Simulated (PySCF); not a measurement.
B3LYP has the VWN-RPA correlation part, as in Gaussian. Excitations are Tamm–Dancoff values on a coarser integration grid.

# C₂H₆O, SMILES `COC` (charge 0, multiplicity 1)

The numbers are results of B3LYP-D3(BJ)/def2-TZVPD (PySCF), not measurements.

```
Item                                            Value
----------------------  -----------------------------
HOMO                                         -7.23 eV
dipole moment                                  1.26 D
HOMO–LUMO gap                                 7.35 eV
LUMO                                          0.12 eV
S1 excitation (TDA)                           6.37 eV
S1 oscillator strength                          0.029
T1 excitation (TDA)                           6.26 eV
S1–T1 gap (TDA)                               0.11 eV
total energy                              -4220.54 eV
cost                    very roughly 2.0 core-minutes
```

```xyz
9

C      1.1666    -0.0192     0.1139
O      0.0297    -0.8187    -0.1232
C     -1.1664    -0.0721    -0.1302
H      1.2862     0.7476    -0.6629
H      2.0355    -0.6752     0.1026
H      1.1080     0.4812     1.0896
H     -1.1569     0.6922    -0.9185
H     -1.9837    -0.7665    -0.3180
H     -1.3334     0.4258     0.8341
```
Charge 0, spin multiplicity 1.
